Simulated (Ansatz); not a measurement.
Compare A (`O=C=C(O)O`) with its isomer B (`O=COC=O`).

Computed with Ansatz on PBE0-D4/def2-TZVP structures; ΔE is electronic, products minus reactants. CBS: MP2 limit from def2 TZ/QZ plus the TZ coupled-cluster correction, frozen cores. DFT in def2-TZVPP. Each species was taken in one conformer, which may not be the lowest.

Problem. Which isomer does CCSD(T)/CBS put lower? Give the gap. (An estimate is asked.)

Solution. The calculation gave: B, by 156.7 kJ/mol.

Problem. Give E(B) − E(A) in kJ/mol with HF/def2-TZVPP, CCSD(T)/def2-SVP, PBE-D4, CCSD(T)/def2-TZVPP, ωB97M-V, r2SCAN-D4, LDA (SPW92). (Best estimate.)

Solution. Computed: HF/def2-TZVPP -182.1, CCSD(T)/def2-SVP -184.0, PBE-D4 -146.0, CCSD(T)/def2-TZVPP -162.5, ωB97M-V -156.0, r2SCAN-D4 -157.4, LDA (SPW92) -133.6. None reverses the order clearly.

Problem. Does the order hold for the free energy at 298.15 K (harmonic terms from PBE0-D4)? (An estimate is asked.)

Solution. Ansatz gave: Yes: G(B) − G(A) = -157.5 kJ/mol, for one conformer each.

Largest T1 diagnostic: 0.017.

From BLYP to BHLYP (50 % exact exchange), in def2-TZVPP and without D4, E(B) − E(A) moves by −8.7 kJ/mol. Leaving LDA and LC-ωPBE aside and taking each functional with its dispersion term where it has one, the values, not all of them listed here, spread over 17.2 kJ/mol, from ωB97X-V to PBE-D4. LDA lies +12.0 kJ/mol from PBE without D4.
